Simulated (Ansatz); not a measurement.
Rock-salt SnTe (cubic form, which distorts at low temperature) was calculated with rVV10 (PAW; Ansatz, a quantum-chemistry and plane-wave program).

Numerical settings: plane-wave cutoff 520 eV, 10×10×10 k mesh, Fermi–Dirac smearing 0.01 eV, scalar-relativistic PAW data made under PBE.

The cell is scaled about its equilibrium volume:

```tsv
V (Å³/atom)	P (GPa)	direct gap at Γ (eV)
31.793	2.79	5.342
32.469	1.76	5.237
33.145	0.82	5.135
33.822	-0.04	5.036
34.498	-0.81	4.940
35.175	-1.51	4.846
35.851	-2.13	4.755
```

The fundamental gap (0.12 eV at the equilibrium volume, with added k points) lies elsewhere than Γ–Γ.

Note: symmetry holds this phase in the static calculation, where it need not be a minimum.

Spin–orbit coupling is not included; it can close the smallest gap of 0.12 eV.
